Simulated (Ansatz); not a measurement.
## C₂H₃FOS₂, SMILES OC1(S)SC1F: a single point in a Gaussian basis, step by step

Computed with Ansatz's Python interface.

The script reads `c2h3fos2.xyz`:
```text
9

O     1.79040    0.17580   -0.12920
C     0.36450   -0.16020    0.00110
S     0.06420   -1.41760    1.13600
S    -0.41670   -0.32370   -1.49020
C    -0.65230    0.88580   -0.31490
F    -1.83420    0.92200    0.42920
H     2.31370   -0.58200   -0.15690
H    -1.19950   -1.45890    1.01770
H    -0.34160    1.91250   -0.50980
```

Notebook, run cell by cell (the value of a cell's last expression is shown):

**Cell 1**
```python
import ansatz as az
import numpy as np
```

**Cell 2**
```python
BASIS = 'def2-SVP'
XC = 'hf'

geometry = az.Crystal.molecule_from_extxyz('c2h3fos2.xyz')
```

**Cell 3**
```python
setup = (
    geometry.calculation()
    .basis(gaussian=BASIS)
    .functional(XC)
    .forces()
)
print(setup.to_yaml())
r = setup.session().plan(threads=1).execute().report
```
Output:
```text
crystal:
  periodic: [false, false, false]
  atoms:
    - { symbol: O, position_ang: [1.7904, 0.1758, -0.1292] }
    - { symbol: C, position_ang: [0.3645, -0.1602, 0.0011] }
    - { symbol: S, position_ang: [0.0642, -1.4176, 1.136] }
    - { symbol: S, position_ang: [-0.4167, -0.3237, -1.4902] }
    - { symbol: C, position_ang: [-0.6523, 0.8858, -0.3149] }
    - { symbol: F, position_ang: [-1.8342, 0.922, 0.4292] }
    - { symbol: H, position_ang: [2.3137, -0.582, -0.1569] }
    - { symbol: H, position_ang: [-1.1995, -1.4589, 1.0177] }
    - { symbol: H, position_ang: [-0.3416, 1.9125, -0.5098] }
basis:
  gaussian:
    orbitals: def2-SVP
hamiltonian:
  xc: hf
output:
  forces: true
```

**Cell 4**
```python
print(f'E = {r["free_energy_ev"]:.6f} eV = {r["free_energy_ev"] / 27.211386246:.7f} Ha')
print('converged:', r['converged'], ' doubts:', r['published_state_doubts'] or 'none')
```
Output:
```text
E = -28471.299028 eV = -1046.3009407 Ha
converged: True  doubts: none
```

**Cell 5**
```python
state = r['mean_field']['state']
print(f'mean field: {state["energy"]["hartree"]:.7f} Ha, <S^2> = {abs(state["spin_squared"]):.4f}, stability: {state.get("stability", {}).get("kind")}')
```
Output:
```text
mean field: -1046.3009407 Ha, <S^2> = 0.0000, stability: minimum
```

**Cell 6**
```python
symbols = [site.symbol for site in geometry.cartesian_sites]
forces = np.array(r['forces_ev_ang'])
print('largest force', round(float(np.linalg.norm(forces, axis=1).max()), 4), 'eV/A, rms', round(float(np.sqrt((forces ** 2).mean())), 4))
```
Output:
```text
largest force 4.9065 eV/A, rms 1.8954
```

**Cell 7**
```python
charges = r['charge_distribution']
print('dipole moment', round(4.803205 * float(np.linalg.norm(charges['dipole_moment_e_ang'])), 3), 'D')
print('Mulliken:', [(s, round(q, 3)) for s, q in zip(symbols, charges['mulliken_charges_e'])])
```
Output:
```text
dipole moment 1.061 D
Mulliken: [('O', -0.395), ('C', 0.009), ('S', 0.037), ('S', -0.036), ('C', 0.377), ('F', -0.363), ('H', 0.189), ('H', 0.076), ('H', 0.106)]
```

Total energies depend on the basis set; only differences at equal settings carry meaning. The geometry is a force-field or estimated start, not a minimum of this method, and the basis set is short of its limit. Timing: 2.8 s on 1 thread of Arm Neoverse V1 (shared host), peak memory 0.27 GiB.
